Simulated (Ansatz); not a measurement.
# CH₂F₂ (singlet): from Hartree-Fock to the top rungs, cc-pVDZ

How much of the correlation energy of CH₂F₂ (singlet) does each wave-function method recover here?

Computed with Ansatz 0.2.0, Gaussian basis. Level: cc-pVDZ, core rule «outside noble gas», up to 3 orbitals frozen.

Plan: UHF; CCSD(T) on RHF; BCCD(T) on RHF; CISD; CCSDT(Q) on RHF.

22 further runs of the same task are left out: 4 for a known fault of the program, 1 that didn't finish, 17 set aside as unsound or not needed.

## (1) What is computed

The geometry is an MP2(full)/6-31G* stationary point (not a proven minimum).

5 atoms, charge 0, spin multiplicity 1.

Atoms are counted from 1 here; the program's logs count them from 0.

Bond lengths: C1–F2 1.364 Å, C1–F3 1.364 Å, C1–H4 1.091 Å, C1–H5 1.091 Å. Angles: F2–C1–F3 108.9°, F2–C1–H4 108.8°, F2–C1–H5 108.8°, F3–C1–H4 108.8°, F3–C1–H5 108.8°, H4–C1–H5 112.8°.

As a file:

```xyz
5
CH2F2
C     0.0000    0.0000    0.5562
F     0.0000    1.1097   -0.2373
F     0.0000   -1.1097   -0.2373
H    -0.9084    0.0000    1.1600
H     0.9084    0.0000    1.1600
```

## (2) UHF

The input, in.yaml:

```yaml
crystal:
  periodic: [false, false, false]
  atoms:
    - {symbol: C, position_ang: [0.000000, 0.000000, 0.556162]}
    - {symbol: F, position_ang: [0.000000, 1.109716, -0.237342]}
    - {symbol: F, position_ang: [0.000000, -1.109716, -0.237342]}
    - {symbol: H, position_ang: [-0.908369, 0.000000, 1.159958]}
    - {symbol: H, position_ang: [0.908369, 0.000000, 1.159958]}
basis:
  gaussian: {orbitals: cc-pVDZ}
magnetization: {spin_polarized: true, initial_magnetization: 0}
hamiltonian: {xc: hf}
output: {orbitals: {seedname: orbitals}}
```

Run with:

```bash
$ ansatz run in.yaml --threads 1 --pin off --events-out ev --progress --plain --max-ram 4160MiB --backend cpu
```

Further steps of the session: CCSD(T) on RHF; BCCD(T) on RHF; CISD; CCSDT(Q) on RHF.

Before running them: what should the planned runs give, taken together? Wanted: RCCSDT(Q) below the RHF energy; RMP2 from RCCSDT(Q); RCCSD from RCCSDT(Q); RCCSD(T) from RCCSDT(Q); T1 diagnostic.

**Answer**, as computed:

```
                         quantity                      value
   RCCSDT(Q) below the RHF energy                -14.7203 eV
              RMP2 from RCCSDT(Q)            +18.46 kcal/mol
             RCCSD from RCCSDT(Q)             +7.11 kcal/mol
          RCCSD(T) from RCCSDT(Q)             +0.96 kcal/mol
levels within 1 kcal/mol (43 meV)  RCCSD(T), BCCD(T), RCCSDT
                    T1 diagnostic                      0.011
```

RCCSD(T) misses by +0.96 kcal/mol, 0.3 % of the correlation energy. These misses are within one basis, not against nature.
